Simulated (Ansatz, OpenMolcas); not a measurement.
## Worked example: the enthalpy of formation of SiH2Cl2 (dichlorosilane (DCS))

SiH2Cl2: 5 atoms, total charge 0, spin state singlet. SMILES: `Cl[SiH2]Cl`. The coordinates come from a PBE0-D4/def2-TZVP relaxation.

Total energies at SVWN5/6-311+G** (OpenMolcas 26.06); the atoms run unrestricted:

```
species    state   energy (Eh)
SiH2Cl2  singlet  -1207.085780
     Cl  doublet   -458.652842
     Si  triplet   -288.212098
      H  doublet     -0.478347
```

Harmonic wavenumbers at PBE0-D4/def2-TZVP, in cm⁻¹: 186, 529, 592, 594, 707, 871, 950, 2272, 2286.

Measured heats of formation of the gaseous atoms at 298.15 K, in kJ/mol: Cl 121.3, Si 450.0, H 218.0. Spin-orbit lowering of the atoms at 298 K (mean of the ground term's levels less their thermal mean, from spectra), in kJ/mol: Cl 3.44, Si 0.44. Take 1 Eh = 2625.50 kJ/mol, 1 cm⁻¹ = 0.0119627 kJ/mol, RT = 2.479 kJ/mol.

**Question.** What heat of formation follows?

**Answer.** 
1. Electronic atomisation energy: 2 × (-458.652842) + (-288.212098) + 2 × (-0.478347) − (-1207.085780) = 0.611304 Eh = 1605.0 kJ/mol.
2. Zero-point energy: half the sum of the wavenumbers, 4493.5 cm⁻¹ = 53.8 kJ/mol.
3. Thermal vibrational enthalpy, Σ hcν̃/(exp(hcν̃/kT) − 1): 3.5 kJ/mol. Translation, rotation and pV of a non-linear molecule: 4 RT = 9.9 kJ/mol.
4. The 5 free atoms carry 5/2 RT each: 31.0 kJ/mol.
5. Spin-orbit coupling lowers the free atoms by 2 × 3.44 + 0.44 = 7.3 kJ/mol.
6. Atomisation enthalpy at 298 K: 1605.0 − 7.3 − 53.8 − 3.5 − 9.9 + 31.0 = 1561.5 kJ/mol.
7. Sum of the atoms' heats of formation: 1128.6 kJ/mol. Heat of formation: 1128.6 − 1561.5 = -432.9 kJ/mol.

The tabulated value is -320.5 kJ/mol (NIST-JANAF tables), so this level is off by -112.4 kJ/mol, or 7.8 % of the atomisation enthalpy. The LDA overbinds, which puts heats of formation too low. Anharmonicity and any spin-orbit splitting of the molecule are left out.
